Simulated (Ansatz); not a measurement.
A nudged elastic band was laid between two geometries of CH$_{4}$NO$_{2}$P (9 atoms, charge 0, multiplicity 1).

Theory: RKS PBE-D4/def2-SVP (Ansatz).

| Quantity | Value |
| --- | --- |
| movable images | 5 |
| climbing image | yes |
| spring | 5.0 eV/Å² |
| optimiser | quadratic models (default) |
| start path | through a guess of the saddle point |
| force threshold | 0.03 eV/Å |
| iteration limit | 60 |
| end points | relaxed |

Initial state:

```xyz
9
Properties=species:S:1:pos:R:3
O -0.061 1.774 0.144
C 0.605 0.639 0.393
O 1.740 0.913 1.049
N 0.295 -0.583 0.094
P -1.207 -0.791 -0.765
H -0.880 1.509 -0.345
H 2.156 0.036 1.185
H -0.769 -1.697 -1.796
H -1.791 -1.847 0.024
```

Final state:

```xyz
9
Properties=species:S:1:pos:R:3
O -0.288 1.508 0.234
C 0.583 0.504 0.425
O 1.733 0.999 0.910
N 0.432 -0.754 0.210
P -1.011 -1.536 -0.306
H -1.089 1.116 -0.181
H 2.306 0.215 1.036
H -0.680 -1.698 -1.708
H -1.897 -0.402 -0.637
```

Question: Which bonds break or form, and what moves?

Answer: No bond is made or broken. The height of P5 over the plane of its neighbours goes from 0.76 to -0.77 Å.

Question: What energy profile does the band end with?

Answer: The forces met the threshold. The highest image is number 2 of 0 to 6, 1.48 eV above the first end and 1.41 eV above the last; the last end lies 0.08 eV above the first. A vibrational analysis at the climbing image gives one clearly imaginary mode, 936i cm⁻¹: a first-order saddle point.

```
image  path coordinate (Å)  energy (eV)  height of P5 over the plane of its neighbours (Å)
    0                 0.00         0.00                                               0.76
    1                 0.64         0.31                                               0.56
    2                 1.27         1.48                                              -0.04
    3                 1.83         0.30                                              -0.61
    4                 2.38         0.08                                              -0.77
    5                 2.93         0.08                                              -0.77
    6                 3.49         0.08                                              -0.77
```

Question: What is the geometry of the highest image?

Answer: 
```xyz
9
Properties=species:S:1:pos:R:3:forces:R:3
O -0.170 1.547 0.053 0.00 0.00 0.00
C 0.650 0.582 0.410 0.01 0.00 0.00
O 1.730 1.027 1.050 0.00 0.01 0.00
N 0.522 -0.713 0.211 -0.01 0.01 0.00
P -0.910 -1.153 -0.623 0.01 0.00 0.00
H -0.918 1.015 -0.414 0.00 0.00 0.00
H 2.242 0.212 1.251 0.00 0.00 0.00
H -0.947 -1.180 -2.028 0.00 0.00 0.00
H -2.111 -1.384 0.072 0.00 0.00 0.00
```

Question: What are the harmonic wavenumbers there?

Answer: 936i, 190, 225, 285, 450, 608, 611, 672, 735, 815, 864, 997, 1049, 1207, 1267, 1500, 1618, 2487, 2541, 2803, 3603 cm⁻¹.

The band took 13 iterations and about 4 core-minutes.

The run took 3.6 min on 1 thread of Arm Neoverse V1, with other jobs on the host, peak memory 0.12 GiB.
